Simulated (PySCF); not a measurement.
Results of Hartree–Fock (PySCF, GTH pseudopotentials, Gaussian basis) for zinc-blende MgTe (metastable phase).

The same calculation (at the measured cell, 33.076 Å³/atom) with different numerical settings; throughout: k mesh 2×2×2:

```json
[
 {"run": "1", "basis": "DZ", "gap on the mesh (eV)": "9.574", "total energy (eV/atom)": "-967.9877"},
 {"run": "2", "basis": "TZ", "gap on the mesh (eV)": "9.506", "total energy (eV/atom)": "-968.4215"},
 {"run": "3", "basis": "QZ", "gap on the mesh (eV)": "9.502", "total energy (eV/atom)": "-968.4579"}
]
```

In the column total energy (eV/atom) the first row differs from the last by +0.4702 and the next to last by +0.0364.

The last row is no converged limit: other settings stay fixed.

Spin–orbit coupling is not included.
